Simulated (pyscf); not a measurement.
Thermochemistry of product channels of `[NH2][NH2]` + `[GaH]` [singlet] on the singlet surface, in kJ/mol, from CCSD(T)/def2-TZVPP + ΔMP2(QZVPP) energies (ideal gas, 1 atm, RRHO with modes under 100 cm⁻¹ raised to 100, one conformer, R ln 2 for chiral ones without a mode under 150 cm⁻¹). Structures and frequencies: ωB97X-D3(BJ)/def2-SVP in PySCF. Correlated levels are frozen-core, on RHF or UHF. ΔMP2 is the change of the MP2 total energy from the triple- to the quadruple-zeta basis.

```tsv
products	ΔE	ΔH(298 K)	ΔG(298 K)	ΔG(1200 K)
`[NH2][GaH][NH2]`	-347.6	-349.4	-311.4	-211.5
`[NH]=[GaH]` + `[NH3]`	-80.7	-89.7	-92.0	-104.0
`[NH2][Ga]` [singlet] + `[NH3]`	-268.4	-265.7	-268.0	-277.5
```

These are energies of the channels, which say nothing of barriers. The CCSD(T) − MP2 part came from Ansatz, without density fitting, on the same reference. The frozen core leaves the outer d or s,p core shells of the metals and heavy elements correlated in the MP2 and CC values, and def2-TZVPP describes them poorly, which can shift differences by a few kcal/mol. Elements up to Kr have no core potential and no relativistic terms here.
